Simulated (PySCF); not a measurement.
Reproducing measurements on 1-propanol

**The experiment to reproduce.**

From NIST CCCBDB Release 22 (SRD 101), experimental polarizabilities, for the gas: mean polarisability 6.67 Å³.

The results are set against them at the end.

Compound: 1-propanol, C3H8O.
Atom-mapped SMILES: `[CH3:1][CH2:2][CH2:3][OH:4]` (hydrogens: H5, H6, H7 on C1; H8, H9 on C2; H10, H11 on C3; H12 on O4)

Structure used (GFN2-xTB), in Å, numbered top down from 1:
```xyz
12
C3H8O angstrom
C     -1.5234    0.0093    0.0983
C     -0.1458    0.0974   -0.5445
C      0.9626   -0.2421    0.4524
O      2.2478   -0.1961   -0.1213
H     -1.7071   -0.9967    0.4682
H     -1.5986    0.7015    0.9345
H     -2.2961    0.2578   -0.6250
H     -0.0829   -0.5923   -1.3886
H      0.0156    1.1099   -0.9271
H      0.9032    0.4381    1.3159
H      0.8427   -1.2660    0.8142
H      2.3832    0.6785   -0.5030
```

The PySCF runs (gas phase, on this GFN2-xTB geometry; no spin–orbit coupling):

```csv
level,job,basis functions,wall time
CAM-B3LYP/def2-SVPD,"8 singlets by full TDDFT, 3 Tamm–Dancoff triplets, polarisability",147,11 s
```

Hardware: one thread, x86-64 server, shared host.

Results beside the measurements:

**Mean polarisability.** Measured: 6.67 Å³ (NIST CCCBDB Release 22 (SRD 101), experimental polarizabilities).

```tsv
level	computed (Å³)	computed − measured (Å³)	% (from the printed values)
CAM-B3LYP/def2-SVPD	6.53	-0.14	-2
```

The computed values are static and purely electronic, with core orbitals frozen in the response (1 au = 0.148185 Å³). The table of measured values doesn't say here whether a value is static or optical, or holds a vibrational part. The measurement averages over conformers, the calculation has one.

The geometry is computed, not the measured one. Where a level misses, the cause wasn't examined.
